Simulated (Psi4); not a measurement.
Psi4 input (wB97X-D/6-311+G**):

```
memory 1500 MB

molecule {
0 1
C     0.00476229    0.43392420   -0.00203639
C     1.18383408   -0.15360148    0.00493325
F    -1.14596015   -0.26718838   -0.00280751
H    -0.17580160    1.50100015   -0.00772733
H     1.28003303   -1.23028006    0.01036986
H     2.07783169    0.45203897    0.00524394
symmetry c1
no_reorient
no_com
}

set {
  basis 6-311+G**
  reference rks
  scf_type pk
  dft_radial_points 99
  dft_spherical_points 590
  e_convergence 1e-8
  d_convergence 1e-7
  maxiter 150
}

e = energy('wb97x-d')
print_out(f'\nFINAL {e:.10f} DIPOLE {variable("CURRENT DIPOLE")[0]:.6f} {variable("CURRENT DIPOLE")[1]:.6f} {variable("CURRENT DIPOLE")[2]:.6f}\n')
```

From the last part of the output:

```
      61A      2.312690    62A      2.485218    63A      2.621705
      64A      2.677830    65A      2.735185    66A      2.777445
      67A      2.779269    68A      2.960591    69A      3.083110
      70A      3.255607    71A      3.563243    72A      3.836579
      73A      3.876714    74A      3.899086    75A      4.075269
      76A      4.101967    77A      4.220876    78A      4.907335
      79A      6.395979    80A      6.442036    81A      6.770873
      82A     23.791916    83A     24.409128    84A     66.900783

    Final Occupation by Irrep:
              A
    DOCC [    12 ]
    NA   [    12 ]
    NB   [    12 ]

  @RKS Final Energy:  -177.82298301749640

   => Energetics <=

    Nuclear Repulsion Energy =             67.5538276541254419
    One-Electron Energy =                -377.1516475535910331
    Two-Electron Energy =                 147.3331749148338758
    DFT Exchange-Correlation Energy =     -15.5574720055019693
    Empirical Dispersion Energy =          -0.0008660273626910
    VV10 Nonlocal Energy =                  0.0000000000000000
    Total Energy =                       -177.8229830174963979

Computation Completed

Properties will be evaluated at   0.000000,   0.000000,   0.000000 [a0]

Properties computed using the SCF density matrix

 Multipole Moments:

 ------------------------------------------------------------------------------------
     Multipole            Electronic (a.u.)      Nuclear  (a.u.)        Total (a.u.)
 ------------------------------------------------------------------------------------

 L = 1.  Multiply by 2.5417464519 to convert [e a0] to [Debye]
 Dipole X            :          0.5211673           -0.0000000            0.5211673
 Dipole Y            :          0.3456491           -0.0000001            0.3456490
 Dipole Z            :          0.0002161            0.0000001            0.0002162
 Magnitude           :                                                    0.6253708

 ------------------------------------------------------------------------------------

FINAL -177.8229830175 DIPOLE 0.521167 0.345649 0.000216

*** Psi4 exiting successfully. Buy a developer a beer!
```

The geometry given is a B3LYP-D3(BJ)/def2-TZVP minimum.
